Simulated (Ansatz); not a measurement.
**CH3OSi− (SMILES O=C[SiH2-]): Born-Oppenheimer dynamics**

The task is to watch the atoms for 60 steps of 0.5 fs, started with velocities for 300 K and run at constant energy.

Method: PBE-D4/cc-pVDZ; program: Ansatz 0.2.0, Gaussian basis.

### 1 Starting geometry

SMILES `O=C[SiH2-]`, 6 atoms, charge -1, spin multiplicity 1.

Atoms are counted from 1 here; the program's logs count them from 0.

Bond lengths: O1–C2 1.248 Å, C2–Si3 1.808 Å, C2–H4 1.133 Å, Si3–H5 1.463 Å, Si3–H6 1.457 Å. Angles: O1–C2–Si3 128.9°, O1–C2–H4 116.2°, Si3–C2–H4 113.3°, C2–Si3–H5 109.6°, C2–Si3–H6 114.2°, H5–Si3–H6 107.8°.

As a file:

```xyz
6
CH3OSi
O    -0.8900   -1.5311    0.8353
C    -0.1785   -0.8790    0.0437
Si   -0.1288    0.9075   -0.2303
H     0.3289   -1.4723   -0.7775
H     1.1438    1.2731   -0.8534
H    -0.2754    1.7017    0.9821
```

### 2 Dynamics

File md/in.yaml:

```yaml
crystal:
  periodic: [false, false, false]
  atoms:
    - {symbol: O, position_ang: [-0.889970, -1.531100, 0.835300]}
    - {symbol: C, position_ang: [-0.178540, -0.879030, 0.043730]}
    - {symbol: Si, position_ang: [-0.128810, 0.907530, -0.230270]}
    - {symbol: H, position_ang: [0.328920, -1.472260, -0.777480]}
    - {symbol: H, position_ang: [1.143760, 1.273140, -0.853430]}
    - {symbol: H, position_ang: [-0.275370, 1.701720, 0.982150]}
basis:
  gaussian: {orbitals: cc-pVDZ}
total_charge: -1
hamiltonian: {xc: pbe, dispersion: d4}
md: {n_steps: 60, timestep: 0.5, temperature: 300, ensemble: nve, seed: 773, initial_velocities: maxwell_boltzmann}
```

Run with:

```bash
ansatz run in.yaml --threads 2 --pin off --events-out ev --progress --plain --max-ram 3481MiB
```

Q: Predict the outcome of this session. Wanted: temperature at the start; mean temperature, second half; lowest and highest potential energy, from the first frame; largest change of potential + kinetic.

The runs gave:

| quantity | value |
| --- | --- |
| length | 60 steps, 30.0 fs |
| temperature at the start | 300 K |
| mean temperature, second half | 473 K |
| lowest and highest potential energy, from the first frame | -223 and 43 meV |
| largest change of potential + kinetic | 0.7 meV |

**Reading.** With no thermostat the total energy should stay fixed; it holds within 0.7 meV, small beside the kinetic energy, so the time step serves. With 6 atoms the instant temperature spans 217 to 730 K. No bond breaks or forms, judged by distance.
